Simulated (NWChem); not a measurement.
Spin states of oxygen (O2)

```xyz
2

O      0.0000     0.0000     0.6000
O      0.0000     0.0000    -0.6000
```
Charge 0, spin multiplicity 3.

Everything below was run with NWChem. Structure: optimised with UB3LYP/def2-SVP, a minimum by its harmonic frequencies.

Basis set: def2-TZVP. The gap is E(triplet) − E(singlet) at the geometry of the triplet, so a negative value puts the higher spin lower. Open shells are unrestricted, and the singlet is the closed-shell solution. Where the lowest singlet needs several determinants, the single determinant used here isn't a pure state and places it wrongly.

The correlated methods keep 2 core orbitals frozen. B3LYP has NWChem's definition, with VWN1-RPA local correlation. The unpaired electrons of the parent sit in orbitals of symmetry b2g and b3g (D2h labels of the run); other states weren't searched. The stability of the SCF solutions was not checked. Open-shell Hartree-Fock references start from PBE0 orbitals.

Problem. Order these methods by the vertical singlet-triplet gap they give, lowest first: B3LYP, HF, MP2, B2PLYP.

Solution. HF (-54.0 kcal/mol), B3LYP (-38.7 kcal/mol), B2PLYP (-36.3 kcal/mol), MP2 (-30.6 kcal/mol)
